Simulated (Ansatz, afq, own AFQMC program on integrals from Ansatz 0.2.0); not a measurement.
## Where AFQMC and coupled cluster stand for Co, quartet

A free Co atom.

Basis def2-TZVPP. Noble-gas cores (and the filled d shells of Ga–Kr and In–Xe) are frozen. Integrals, coupled cluster, full CI and functionals: Ansatz 0.2.0; the random walks run on the same integrals in our own AFQMC program. The CISD trial takes its coefficients from CCSD amplitudes. Released means that phaseless walkers are propagated on without the constraint, phases kept. Free projection: walkers drawn from exp(T), propagated without any constraint. Its projection time is finite, and what remains of the start isn't in its error. Error bars are statistical, one sigma. The metal's outer-core s and p shells are frozen, which shifts wave-function levels against functionals.

Determinant: UHF, the one that the program's search chose, which needn't be the lowest solution.

No full CI on the walks' own integrals is used here; CCSDT(Q) serves as the reference and is uncertain by about the last step of the cluster series.

Cautions: no relativity below Rb; outer-core shells of the metal frozen.

* T1 diagnostic: 0.0203
* weight of the determinant in the CISD state: 0.908
* ⟨S²⟩ of the determinant: 3.760
* size of the correlated space: 9 electrons in 55 orbitals

Reference: CCSDT(Q), correlation energy -6.881 eV. The released energy is read at 1.50 1/Eh (meV from the phaseless value at times in 1/Eh: -9 ± 3 at 0.24, -13.9 ± 2.0 at 0.50, -21 ± 4 at 1.00, -14 ± 4 at 1.50).

```json
{"level": "HF", "E − E(reference) (meV)": "6881.4", "share of correlation (%)": "0.00"}
{"level": "MP2", "E − E(reference) (meV)": "353.9", "share of correlation (%)": "94.86"}
{"level": "CCSD", "E − E(reference) (meV)": "221.8", "share of correlation (%)": "96.78"}
{"level": "CCSD(T)", "E − E(reference) (meV)": "11.4", "share of correlation (%)": "99.83"}
{"level": "CCSDT", "E − E(reference) (meV)": "2.5", "share of correlation (%)": "99.96"}
{"level": "ph-AFQMC/HF", "E − E(reference) (meV)": "166.8 ± 14.7", "share of correlation (%)": "97.58"}
{"level": "ph-AFQMC/CISD", "E − E(reference) (meV)": "22.6 ± 2.7", "share of correlation (%)": "99.67"}
{"level": "released AFQMC", "E − E(reference) (meV)": "8.4 ± 4.0", "share of correlation (%)": "99.88"}
{"level": "free AFQMC", "E − E(reference) (meV)": "4.3 ± 6.0", "share of correlation (%)": "99.94"}
```

Free projections are given only where their last times agree within the noise and don't stop above the reference; a slow remainder of the start can still hide under it. Released energies are given only where the last usable release times agree within the noise; a slower fall can still hide under it.
